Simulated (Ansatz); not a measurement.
Ansatz (an electronic-structure program) input (CCSD(T)/cc-pwCVTZ):
A basis named .json is the Basis Set Exchange file of that set.

Ansatz 0.2 input:
```yaml
crystal:
  periodic: [false, false, false]
  atoms:
    - {symbol: C, position_ang: [0.00214948, 0.86797098, 0.00149051]}
    - {symbol: C, position_ang: [0.75058129, -0.43583539, -0.00746307]}
    - {symbol: C, position_ang: [-0.75273077, -0.43213559, 0.00597256]}
    - {symbol: H, position_ang: [0.01171755, 1.45362880, 0.91078734]}
    - {symbol: H, position_ang: [-0.00451006, 1.45678848, -0.90578946]}
    - {symbol: H, position_ang: [1.25028356, -0.72912596, -0.92080071]}
    - {symbol: H, position_ang: [1.26651116, -0.73228564, 0.89577609]}
    - {symbol: H, position_ang: [-1.25388730, -0.72608269, 0.91830178]}
    - {symbol: H, position_ang: [-1.27011491, -0.72292301, -0.89827503]}
basis:
  gaussian:
    orbitals: cc-pwCVTZ.json
magnetization: {spin_polarized: false}
correlation: {method: ccsd_t, electrons: outside_noble_gas}
```

End of the output:

```
integrals: 0.99 GiB planned
1209 factors; integrals over basis functions are off by at most 8.2e-4 eV
mean field: 0.70 GiB planned
mean field evaluation 1: about -3184.2080 eV, gradient 3.0e1 eV
mean field evaluation 2: about -3184.2078 eV, gradient 3.0e1 eV
mean field evaluation 4: about -3186.4807 eV, gradient 3.1e0 eV
mean field evaluation 8: about -3186.5082 eV, gradient 2.3e-4 eV
mean field evaluation 16: about -3186.5078 eV, gradient 2.6e-1 eV
mean field -3186.50819592 eV, -117.1020163073 hartree, gradient 9.9e-7 eV, S^2 0.000000; 0 other end points of the search recorded, 0 dependent functions left out
3 core orbitals not correlated
reference -3186.50819592 eV, -117.1020163073 hartree; 9, 9 occupied and 201, 201 virtual orbitals, 1209 factors
second order -14.22811932 eV of doubles, -0.00000000 eV of singles
coupled cluster: 1.60 GiB planned
cycle   1  -14.62791292 eV  change   -4.0e-1 eV  update   6.8e-2
cycle   2  -14.97777589 eV  change   -3.5e-1 eV  update   1.9e-2
cycle   3  -15.01942658 eV  change   -4.2e-2 eV  update   6.5e-3
cycle   4  -15.01978487 eV  change   -3.6e-4 eV  update   1.4e-3
cycle   5  -15.02049807 eV  change   -7.1e-4 eV  update   3.7e-4
cycle   6  -15.02055662 eV  change   -5.9e-5 eV  update   9.2e-5
cycle   7  -15.02055759 eV  change   -9.6e-7 eV  update   2.2e-5
perturbative correction -0.61432247 eV, -0.0225759344 hartree
Total energy: -3202.14307598 eV, -117.6765875517 hartree
```
